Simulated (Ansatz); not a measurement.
**Scandium, hcp: convergence with Fermi-Dirac smearing**

Computed with Ansatz, r²SCAN, scalar-relativistic PAW, on the relaxed cell (a = 3.328 Å, c = 5.212 Å (c/a = 1.566); spin not included). Errors count from a run at 500 eV on a Γ-centred 18×18×10 mesh with Fermi-Dirac smearing of 0.1 eV, extrapolated to zero width. Fixed here: cutoff 500 eV, mesh 11×11×6. The SCF starts from atomic densities corrected by a trained network.

| width (eV) | E(σ→0) error (meV/atom) | F error (meV/atom) | P (GPa) | SCF iterations |
| --- | --- | --- | --- | --- |
| 0.01 | 1.7 | 1.4 | -0.27 | 6 |
| 0.03 | 1.8 | -1.2 | -0.21 | 6 |
| 0.1 | 0.2 | -30.0 | -0.01 | 6 |
| 0.2 | -9.5 | -112.2 | 0.39 | 6 |
| 0.3 | -20.8 | -234.7 | 0.93 | 6 |
| 0.6 | -65.8 | -841.0 | 3.43 | 6 |
| 1.0 | -249.0 | -2120.7 | 7.43 | 6 |
